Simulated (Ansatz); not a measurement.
Results of HSE06+SOC in Ansatz (plane waves, PAW) for cuprite Ag2O.

Settings: plane-wave cutoff 460 eV, 6×6×6 k mesh, Fermi–Dirac smearing 0.01 eV, PAW data made under PBE.

The cell has the measured lattice: a = 4.7450 Å, b = 4.7450 Å, c = 4.7450 Å, α = 90.00°, β = 90.00°, γ = 90.00°.

Problem. What does this level give for the band gap?

Solution. 
- band gap: 1.00 eV (on the SCF k mesh) (direct)

Measured, for comparison: band gap 1.2 eV (temperature not stated, no zero-point or thermal correction, photoconductivity; as tabulated in He and Franchini (2017), arXiv:1706.08159). Computed (rounded) less measured: band gap -0.20 eV.

Note: cell and atoms aren't relaxed at this level (pressure 2.2 GPa).

Static lattice: no zero-point or thermal effects.

Ansatz is a program for electronic structure.
